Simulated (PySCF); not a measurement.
Excitations are Tamm–Dancoff values on a coarser integration grid. The basis has no diffuse functions, so Rydberg states are missing or too high.

Cartesian coordinates (Å):
SMILES: OCC
```xyz
9

C     -0.8815    -0.1158     0.2351
C      0.4355     0.4238    -0.2958
O      1.4088    -0.5971    -0.4992
H     -1.2830    -0.8762    -0.4365
H     -1.6172     0.6862     0.3317
H     -0.7507    -0.5663     1.2230
H      0.8262     1.2001     0.3742
H      0.2918     0.8817    -1.2754
H      1.5700    -1.0365     0.3429
```
Charge 0, multiplicity 1.

Predict the S1–T1 gap (TDA), T1 excitation (TDA) and HOMO–LUMO gap from PySCF 2.14.0 with PBE-D3(BJ)/def2-TZVP // B3LYP-D3(BJ)/def2-TZVP.


| Quantity | Value |
|---|---|
| S1–T1 gap (TDA) | 0.29 eV |
| T1 excitation (TDA) | 6.18 eV |
| HOMO–LUMO gap | 6.35 eV |
